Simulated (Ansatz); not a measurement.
# HC–C–Ga: how the atomization moves with the basis

HC–C–Ga, singlet; coordinates (Å): C 0.000 0.000 0.845; C 0.000 0.000 -0.371; Ga 0.000 0.000 -2.387; H 0.000 0.000 1.912. Quantity: atomization.

Ansatz 0.2.0, basis cc-pVDZ or cc-pVTZ; geometries are PBE0/def2-TZVP minima. Wave-function levels freeze the cores with the filled d shells of p-block atoms; HF, MP2 and coupled cluster are restricted for singlets and unrestricted otherwise, atoms included (their steps beyond CCSDT(Q) come from restricted open-shell runs), restricted open-shell where a d shell is frozen, Kohn–Sham unrestricted where that lies lower. The reference is CCSDT(Q) or CCSDTQ (coupled cluster only where its series has nearly closed). Semilocal and hybrid functionals correlate all electrons outside any core potential and usually lie nearer their basis limit than the reference, so part of their error here is the reference's basis and frozen-core error; RPA and the MP2 part of double hybrids freeze the same cores as the reference. None of these values is a measured one. Energies are electronic, without zero-point terms. No spin–orbit coupling and no scalar relativity. The species are chosen: bound, without strong static correlation by their natural occupations or amplitudes, in their lowest spin state as far as vertical gaps and like structures tell, and with a ladder that closes on the reference, so errors are smaller than for species at large; levels whose determinant breaks symmetry or spin markedly are left out.

```json
{"level": "reference", "cc-pVDZ (kJ/mol)": "1430.6 (CCSDTQ)", "cc-pVTZ (kJ/mol)": "1524.3 (CCSDT(Q))"}
{"level": "CCSD(T)", "cc-pVDZ (kJ/mol)": "1428.5", "cc-pVTZ (kJ/mol)": "1523.4"}
{"level": "CCSDT", "cc-pVDZ (kJ/mol)": "1427.4", "cc-pVTZ (kJ/mol)": "1520.2"}
{"level": "PBE", "cc-pVDZ (kJ/mol)": "1593.8", "cc-pVTZ (kJ/mol)": "1625.6"}
{"level": "r2SCAN", "cc-pVDZ (kJ/mol)": "1536.0", "cc-pVTZ (kJ/mol)": "1570.8"}
{"level": "B3LYP", "cc-pVDZ (kJ/mol)": "1520.8", "cc-pVTZ (kJ/mol)": "1556.8"}
{"level": "wB97M-V", "cc-pVDZ (kJ/mol)": "1544.8", "cc-pVTZ (kJ/mol)": "1571.4"}
{"level": "RPA-PBE", "cc-pVDZ (kJ/mol)": "1339.2", "cc-pVTZ (kJ/mol)": "1423.2"}
```

From cc-pVDZ to cc-pVTZ the reference moves by 93.7 kJ/mol and PBE by 31.8; the step from CCSD(T) to the reference is 2.0 in the first and 1.0 in the last.
